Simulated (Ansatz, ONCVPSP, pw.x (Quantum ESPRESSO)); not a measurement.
**What a changed setting does to a pw.x run (fcc Ti)**

Potential: optimised norm-conserving Vanderbilt (ONCV), ONCVPSP 4.0.1.1 (patched build), PBEsol; core [Ne], reference 3s2 3p6 3d2 4s1.5 4p0.5; waves: 3s+4s: rc 1.60 bohr, ncon 4, nbas 8, qcut 9.9 1/bohr, 2 projectors; 3p+4p: rc 1.50 bohr, ncon 4, nbas 8, qcut 10.1 1/bohr, 2 projectors; 3d: rc 2.20 bohr, ncon 3, nbas 7, qcut 8.1 1/bohr, 2 projectors, debl 3.1 Ha; f scattering state at 0.25 Ha: rc 2.10 bohr, ncon 5, nbas 8, qcut 5.9 1/bohr, 2 projectors, debl 1.4 Ha; local part: polynomial inside 1.10 bohr (lpopt 5, dvloc0 2 Ha); core correction: Teter function, fcfact 4.75, rcfact 1.55.

The reference run (k-mesh 14³, cutoffs 75/300 Ry, Fermi–Dirac 0.01 Ry, mixing_beta 0.4, conv_thr 1e-9, no spin) gives -0.25 GPa at 16.843 Å³/atom, where all-electron LAPW gives -0.56 GPa. This run, with its own iteration cap, changes smearing to gauss.

```
&control
  calculation='scf', prefix='x', pseudo_dir='./', outdir='./tmp', tstress=.true., disk_io='none'
/
&system
  ibrav=0, nat=1, ntyp=1, ecutwfc=75, ecutrho=300, nbnd=14,
  occupations='smearing', smearing='gauss', degauss=0.01
/
&electrons
  conv_thr=1e-09, mixing_beta=0.4, electron_maxstep=50
/
ATOMIC_SPECIES
Ti 1.0 Ti.UPF
CELL_PARAMETERS angstrom
  0.00000000 2.03452556 2.03452556
  2.03452556 0.00000000 2.03452556
  2.03452556 2.03452556 0.00000000
ATOMIC_POSITIONS crystal
Ti 0.0000 0.0000 0.0000
K_POINTS automatic
14 14 14 0 0 0
```

```bash
pw.x < Ti.scf.in > Ti.scf.out
```

Problem. How does the run end?

Solution. It converges in 8 iterations; the free energy moves by +43.3 meV/atom and the pressure by -0.45 GPa. Gaussian smearing of the same width is narrower in effect than Fermi–Dirac, so its quadratic term in F is smaller.

```
Message from routine setup:
     using ibrav=0 with symmetry is DISCOURAGED, use correct ibrav instead
     lattice parameter (alat)  =       5.4372  a.u.
     unit-cell volume          =     113.6622 (a.u.)^3
     number of electrons       =        12.00
     number of Kohn-Sham states=           14
     kinetic-energy cutoff     =      75.0000  Ry
     charge density cutoff     =     300.0000  Ry
     scf convergence threshold =      1.0E-09
     Exchange-correlation= PBESOL
     number of k points=   104  Gaussian smearing, width (Ry)=  0.0100
     iteration #  1     ecut=    75.00 Ry     beta= 0.40
     total energy              =    -122.53199878 Ry
     estimated scf accuracy    <       0.05530388 Ry
     iteration #  2     ecut=    75.00 Ry     beta= 0.40
     total energy              =    -122.53969706 Ry
     estimated scf accuracy    <       0.00162429 Ry
     iteration #  3     ecut=    75.00 Ry     beta= 0.40
     total energy              =    -122.53986427 Ry
     estimated scf accuracy    <       0.00024176 Ry
     iteration #  4     ecut=    75.00 Ry     beta= 0.40
     total energy              =    -122.53987439 Ry
     estimated scf accuracy    <       0.00000626 Ry
     iteration #  5     ecut=    75.00 Ry     beta= 0.40
     total energy              =    -122.53987416 Ry
     estimated scf accuracy    <       0.00000126 Ry
     iteration #  6     ecut=    75.00 Ry     beta= 0.40
     total energy              =    -122.53987436 Ry
     estimated scf accuracy    <          6.4E-09 Ry
     iteration #  7     ecut=    75.00 Ry     beta= 0.40
     total energy              =    -122.53987436 Ry
     estimated scf accuracy    <          2.4E-09 Ry
     iteration #  8     ecut=    75.00 Ry     beta= 0.40
     the Fermi energy is    13.7233 ev
!    total energy              =    -122.53987437 Ry
     estimated scf accuracy    <          1.2E-10 Ry
     smearing contrib. (-TS)   =      -0.00122029 Ry
     The total energy is F=E-TS. E is the sum of the following terms:
     one-electron contribution =     -37.70133996 Ry
     hartree contribution      =      23.36163841 Ry
     xc contribution           =     -22.33779196 Ry
     ewald contribution        =     -85.86116057 Ry
     convergence has been achieved in   8 iterations
          total   stress  (Ry/bohr**3)                   (kbar)     P=       -7.03
     Message from routine punch:
     Nothing written, as per user request (disk_io='none')
```

The run took about 41 s on one core of a shared host (Neoverse-N1, 64 threads, 124 GiB, load 49).
